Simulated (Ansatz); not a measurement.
# CH3NS (SMILES NC=S): single points off equilibrium

The task here is to estimate one member of a computed series from the others.

Method: single points in def2-TZVPP; program: Ansatz 0.2.0, Gaussian basis.

Cores are frozen in the correlated methods.

### The starting structure

SMILES `NC=S`, 6 atoms, charge 0, spin multiplicity 1.

Atoms are counted from 1 here; the program's logs count them from 0.

Bond lengths: N1–C2 1.323 Å, N1–H4 1.003 Å, N1–H5 1.031 Å, C2–S3 1.610 Å, C2–H6 1.111 Å. Angles: C2–N1–H4 121.1°, C2–N1–H5 121.9°, H4–N1–H5 116.9°, N1–C2–S3 124.7°, N1–C2–H6 114.6°, S3–C2–H6 120.7°.

As a file:

```mol
CH3NS
  3D, bonds by distance, orders not assigned

  6  5  0  0  0  0  0  0  0  0999 V2000
   -0.6161   -0.0484   -0.3687 N   0  0
    0.4905    0.1339    0.3339 C   0  0
    1.5455   -1.0261    0.6997 S   0  0
   -0.8519   -0.9500   -0.7395 H   0  0
   -1.2479    0.7325   -0.6028 H   0  0
    0.6583    1.1802    0.6681 H   0  0
  1  2  8  0
  1  4  8  0
  1  5  8  0
  2  3  8  0
  2  6  8  0
M  END
```

The first run:

Contents of run/in.yaml:

```yaml
crystal:
  periodic: [false, false, false]
  atoms:
    - {symbol: N, position_ang: [-0.616100, -0.048400, -0.368700]}
    - {symbol: C, position_ang: [0.490500, 0.133900, 0.333900]}
    - {symbol: S, position_ang: [1.545500, -1.026100, 0.699700]}
    - {symbol: H, position_ang: [-0.851900, -0.950000, -0.739500]}
    - {symbol: H, position_ang: [-1.247900, 0.732500, -0.602800]}
    - {symbol: H, position_ang: [0.658300, 1.180200, 0.668100]}
basis:
  gaussian: {orbitals: def2-TZVPP}
correlation: {method: ccsd_t}
output: {forces: true}
```

Command:

```
ansatz run in.yaml --threads 4 --pin off --events-out ev --progress --plain --max-ram 5222MiB
```

Steps of the session up to this table: CCSD(T)/def2-TZVPP; PBE0-D4/def2-TZVPP; wB97M-V/def2-TZVPP; r2SCAN-D4/def2-TZVPP; PBE-D4/def2-TZVPP; wB97X-V/def2-TZVPP; BLYP-D4/def2-TZVPP.

One table of the session follows, with a row left open; its other results are not shown here.

```
   method  RMS force component (eV/Å)  angle to CCSD(T) forces (°)  dipole (D)
  CCSD(T)                       0.813                    reference        4.25
  PBE0-D4                       0.651                         11.2        4.39
  wB97M-V                       0.700                          8.1        4.37
r2SCAN-D4                       0.692                          6.5        4.42
   PBE-D4                       0.705                         13.9        4.24
  wB97X-V                           ?                            ?           ?
  BLYP-D4                       0.788                         13.4        4.18
```

Q: Estimate the row for wB97X-V from the others.

As computed: RMS force component (eV/Å): 0.696; angle to CCSD(T) forces (°): 7.2; dipole (D): 4.50. In the column «RMS force component (eV/Å)» it lies between r2SCAN-D4 (0.692) and wB97M-V (0.700).
